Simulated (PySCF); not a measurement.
# Solvent effects on NMR parameters

Atoms are numbered as in `[CH3:1][PH:2]([CH3:3])=[S:4]` (H(Xn): hydrogen on atom n).

GIAO PBE0/pcSseg-1 in PySCF on one PBE0-D3(BJ)/def2-SVP conformer, non-relativistic, equivalent nuclei averaged. Solvents enter as an IEF-PCM continuum (chloroform with ε = 4.7, tetrahydrofuran with ε = 7.4, acetonitrile with ε = 35.7) around the gas-phase geometry. Shifts are referred to TMS, PH3, CS2 computed in the same medium.

In chloroform, δ in ppm: C1/C3 22.7, P2 258.4, S4 -275.5, H(P2) 6.98, H(C1)/H(C3) 1.53. Dipole moment 6.17 D.

(1) How does each δ change in the more polar media?

(2) Which nuclei move most (in ppm), and what does the model miss?

## Answers

(1) 
```csv
atoms,environment,"Δδ, tetrahydrofuran","Δδ, acetonitrile"
C1/C3,methyl carbon bonded to P,0.0,0.0
P2,"phosphorus bonded to 2 C, S, H",+1.0,+2.6
S4,sulfur bonded to P,-5.0,-12.4
H(P2),"hydrogen on a phosphorus bonded to 2 C, S",0.00,+0.02
H(C1)/H(C3),hydrogen on a methyl carbon bonded to P,+0.02,+0.05
```

Changes are relative to chloroform. The dipole moment becomes 6.40 D in tetrahydrofuran, 6.76 D in acetonitrile.

(2) S4 (sulfur bonded to P, -12.4 ppm) in acetonitrile. A continuum only polarises the solute; specific hydrogen bonds, the anisotropy of aromatic solvents and changes of geometry or conformer are outside it.
